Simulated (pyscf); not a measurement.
## Exchange assisted by a bridging atom: H₃C–O–SiH₃ (SMILES CO[SiH3]) + H₂O (SMILES O) → H₃C–O–SiH₃ (SMILES CO[SiH3]) + H₂O (SMILES O)

Gas phase, singlet surface, charge 0. Bonds broken: C1–H11, H4–O10. Bonds formed: C1–H4, O10–H11. Single points on ωB97X-D3(BJ)/def2-SVP structures (PySCF, gas phase).

Transition state (Å):

```xyz
12

C     -2.6040     0.0547    -0.1628
O     -1.1488    -0.8213    -0.0888
Si     0.3358     0.0059    -0.2862
H     -1.9463     0.9335     1.8241
H     -3.2375    -0.6692    -0.6949
H     -2.3596     0.8944    -0.8338
H      1.2994    -0.5260     0.7076
H      0.7867    -0.3194    -1.6664
H      0.1422     1.4716    -0.1581
O     -1.1093     0.7839     2.3051
H     -1.7028    -0.4788     0.7807
H     -1.3791     0.3395     3.1180
```

One imaginary mode, 1274i cm⁻¹; descent along it reached the two sides named, in the forms told below.

| bond | change | reactant side (Å) | saddle | product side |
|---|---|---|---|---|
| C1–H11 | breaks | 1.101 | 1.410 | 2.596 |
| H4–O10 | breaks | 0.965 | 0.977 | 2.440 |
| C1–H4 | forms | 3.9 | 2.270 | 1.101 |
| O10–H11 | forms | 4.2 | 2.067 | 0.974 |

Electronic energies relative to the separated reactants (eV):

```tsv
level	barrier	reaction energy	reverse barrier
ωB97X-D3(BJ)/def2-TZVP	3.63	0.00	3.63
PBE/def2-TZVP	3.39	0.00	3.39
r²SCAN/def2-TZVP	3.49	0.00	3.49
B3LYP-D3(BJ)/def2-TZVP	3.54	0.00	3.54
PBE0-D3(BJ)/def2-TZVP	3.57	0.00	3.57
M06-2X/def2-TZVP	3.58	0.00	3.58
ωB97M-D3(BJ)/def2-TZVP	3.52	0.00	3.52
HF/def2-TZVP	4.26	0.00	4.26
```

With ωB97M-D3(BJ)/def2-TZVP energies and thermal terms (ideal gas, 1 atm, RRHO with modes under 100 cm⁻¹ raised to 100, one conformer, R ln 2 for chiral ones without a mode under 150 cm⁻¹), in eV:

| T (K) | ΔH‡ | ΔG‡ | ΔH | ΔG |
|---|---|---|---|---|
| 298 | 3.40 | 3.81 | 0.00 | 0.00 |
| 600 | 3.45 | 4.21 | 0.00 | 0.00 |
| 900 | 3.50 | 4.58 | 0.00 | 0.00 |
| 1200 | 3.54 | 4.93 | 0.00 | 0.00 |

On the reactant side the descent ends in a complex, 0.19 eV under the separated species and 3.82 eV under the saddle at ωB97X-D3(BJ)/def2-TZVP. On the product side the descent ends in a complex (not fully relaxed), 0.19 eV under the separated species and 3.82 eV under the saddle at ωB97X-D3(BJ)/def2-TZVP. At the saddle there is also a short H–O contact that neither side keeps, so another atom assists the step. H₃C–O–SiH₃ lies 1.03 eV over its isomer H₃C–SiH₂–OH (electronic energy, ωB97M-D3(BJ)). This is the saddle that the search found; another between the same sides may lie lower.
